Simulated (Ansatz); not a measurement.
Isomers of Si2H2⁻ (doublet), relaxed with r2SCAN-D4/def2-TZVPD; total energies from Ansatz at PBE0-D4/def2-TZVPD.

```
isomer                                                          description  energy (Eh)
     A                   point group C2h; 1 × Si–Si 2.19 Å; 2 × H–Si 1.53 Å   -579.90733
     B  point group not assigned; 1 × Si–Si 2.27 Å; 2 × H–Si 1.53 to 1.54 Å   -579.89504
```

The isomers come from a short search, and lower ones may exist.

**Question.** Work out the relative energies (1 Eh = 2625.5 kJ/mol) and the Boltzmann populations at 500 K from electronic energies alone (R = 8.314 J/mol/K).

**Answer.** ΔE: A 0.0, B 32.3 kJ/mol. RT = 4.16 kJ/mol. Factors exp(−ΔE/RT): A 1, B 0.000425; sum 1.000. Populations: A 100.0 %, B 0.0 %. Zero-point energy, vibrational entropy and symmetry numbers are left out and can shift these; an error of 4 kJ/mol changes a ratio by a factor of 2.6. Over the other density-functional and correlated levels in def2 sets, the gap between A and B ranges from 33 to 40 kJ/mol.
